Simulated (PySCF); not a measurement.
Gas-phase reaction: 2 HSiNH2 + 2 NH3 ⇌ N2H2 + 2 H3SiNH2

Computed with PySCF and rigid-rotor harmonic-oscillator thermochemistry at 1 bar. † marks an energy on the PBE0/def2-TZVP geometry and frequencies; other levels use their own. MP2 and CCSD(T) freeze the core. All species are closed-shell singlets. B3LYP is the form with VWN-RPA correlation. HSiNH2, H3SiNH2: computed as isolated molecules; such fragments, hydroxides, amides, oligomers or adducts are transient or little studied in the gas. MP2 isn't extrapolated to the basis-set limit; its ΔH°(298 K) is -52.5 kJ in def2-SVP and -34.5 kJ in def2-TZVPP. CCSD(T) isn't extrapolated to the basis-set limit; its ΔH°(298 K) is -45.4 kJ in def2-SVP and -30.0 kJ in def2-TZVPP. The harmonic model lacks anharmonicity and excited electronic states, which grow with temperature; levels with a mode under 35 cm⁻¹ are left out. Internal rotation in HSiNH2, H3SiNH2 is treated as a harmonic vibration of one conformer, which makes the entropy rough.

| level | ΔE electronic, kJ | ΔH°(298 K), kJ | ΔS°(298 K), J/K | ΔG°(1600 K), kJ |
|---|---|---|---|---|
| B3LYP/def2-TZVP† | -2 | -25 | -129 | 165 |
| BLYP/def2-TZVP† | 11 | -12 | -129 | 178 |
| CCSD(T)/def2-TZVPP† | -7 | -30 | -129 | 160 |
| MP2/def2-SVP† | -29 | -53 | -129 | 138 |
| MP2/def2-TZVPP† | -11 | -35 | -129 | 156 |
| PBE/def2-TZVP† | 2 | -22 | -129 | 169 |
| PBE0/def2-QZVP† | 1 | -23 | -129 | 167 |
| PBE0/def2-TZVP | -10 | -33 | -129 | 157 |
| r2SCAN/def2-TZVP† | -26 | -49 | -129 | 141 |
| ωB97M-V/def2-TZVP† | -2 | -25 | -129 | 165 |
| ωB97X-V/def2-TZVP† | -38 | -61 | -129 | 129 |
ΔH° is lowest at ωB97X-V/def2-TZVP† and highest at BLYP/def2-TZVP†. No reference value is set beside these.
